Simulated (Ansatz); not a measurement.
A nudged elastic band was laid between two geometries of H2O + HO (5 atoms, charge 0, multiplicity 2).

Computed with Ansatz, UKS PBE/def2-TZVP.

```json
{"movable images": "7", "climbing image": "yes", "spring": "5.0 eV/Å²", "optimiser": "quadratic models (default)", "start path": "through a guess of the saddle point", "force threshold": "0.05 eV/Å", "iteration limit": "60", "end points": "relaxed"}
```

Initial state:

```xyz
5
Properties=species:S:1:pos:R:3
H -0.260 -1.204 0.212
O 0.125 -0.881 -0.624
O -0.163 1.015 0.682
H -0.492 -0.166 -0.885
H 0.790 1.236 0.615
```

Final state:

```xyz
5
Properties=species:S:1:pos:R:3
H -0.161 -0.408 1.176
O 0.280 -0.573 -1.053
O -0.216 0.533 0.926
H -0.526 -0.221 -1.489
H 0.623 0.670 0.440
```

Problem. Which bonds break or form, and what moves?

Solution. Bonds broken: H1–O2. Bonds formed: H1–O3.  The two ends are copies of one structure, up to a mirror image or an exchange of like atoms.

Problem. Give the energies along the band, and the barrier.

Solution. It converged. The highest image is number 4 of 0 to 8, 0.023 eV above the ends, which have the same energy within 2 meV. A structure lower than the first end lies on the path between it and the top, so the climb from that side starts below the end, which may itself be a saddle point or a shallow side well. A structure lower than the last end lies on the path between it and the top, so the climb from that side starts below the end, which may itself be a saddle point or a shallow side well. A vibrational analysis at the climbing image gives one clearly imaginary mode, 831i cm⁻¹: a first-order saddle point.

```csv
image,path coordinate (Å),energy (eV),H1–O2 (Å),H1–O3 (Å)
0,0.00,0.000,0.98,2.27
1,0.31,0.001,0.98,2.03
2,0.62,-0.006,0.99,1.78
3,0.93,-0.013,1.01,1.55
4,1.24,0.023,1.18,1.18
5,1.55,-0.013,1.55,1.01
6,1.86,-0.006,1.79,0.99
7,2.18,0.001,2.04,0.98
8,2.49,0.000,2.28,0.97
```

Problem. What is the geometry of the highest image?

Solution. 
```xyz
5
Properties=species:S:1:pos:R:3
H -0.090 -0.297 0.331
O 0.090 -0.898 -0.669
O -0.123 0.787 0.793
H -0.683 -0.681 -1.228
H 0.806 1.090 0.773
```

The band took 8 iterations and roughly 120 core-seconds.

Time of the run: 63 s on 2 threads of Arm Neoverse V1, on a shared host, peak memory 0.12 GiB.
